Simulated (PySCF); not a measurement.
Electron detachment from hydroperoxide ion

Parent: hydroperoxide ion, `[O-]O` ([HO2]-). Numbering: `[O-:1][OH:2]`

These are calculated values, ωB97X-D3(BJ)/ma-def2-TZVP in PySCF (grid level 2) at geometries from PBE0-D3(BJ)/ma-def2-SVP. Thermal corrections: PBE0-D3(BJ)/ma-def2-SVP frequencies, unscaled, ideal gas at 298.15 K and 1 bar, quasi-RRHO entropy.

Frontier levels of the parent: HOMO -1.23 eV, LUMO 6.85 eV.

Oxidation to the radical:
* Vertical detachment energy (electronic): 1.35 eV
* Adiabatic detachment energy (with zero-point energy): 0.92 eV
* Adiabatic, electronic part: 0.89 eV
* Vertical gap at the product's structure: 0.35 eV
* Inner reorganisation energy (four-point): 998 meV
* Relaxation of product / of parent: 460 / 538 meV
* ⟨S²⟩ of the product: 0.754
* Largest spin populations: O1 0.74, O2 0.27
* Largest changes of atomic charge: O1 0.61, O2 0.32
* Distances that move most (Å): O1–O2 1.481 → 1.302; O2–H 0.962 → 0.977

Against the Active Thermochemical Tables (version 1.112): detachment energy to the radical 1.08 (computed 0.92, error -0.16) eV.
